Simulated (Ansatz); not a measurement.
## Zinc-blende MgS (metastable phase)

Calculation: PBE0 (plane waves, PAW; Ansatz, a first-principles code).

Numerical settings: plane-wave cutoff 460 eV, 8×8×8 k mesh, Fermi–Dirac smearing 0.01 eV, scalar-relativistic PAW data made under PBE.

Cell: relaxed at this level.

```
Quantity                                                                   Value
------------------------------------------  ------------------------------------
volume per atom                                                    22.68 Å³/atom
bulk modulus B0                                                         59.6 GPa
band gap                                    5.21 eV (on the SCF k mesh) (direct)
width of the whole s-p valence band                                     12.48 eV
lattice parameter a                                                      5.661 Å
pressure derivative B′ of the bulk modulus                                   4.0
```

Measured, for comparison: band gap 4.78 ± 0.1 eV (temperature not stated, extrapolated in composition from an alloy gap of 4.19 eV, direct; extrapolated from a Zn0.2Mg0.8S0.645Se0.355 epilayer; as tabulated in Lucero et al. (2012), arXiv:1111.4515). Computed (rounded) less measured: band gap +0.43 eV.

Static lattice: no zero-point or thermal effects.
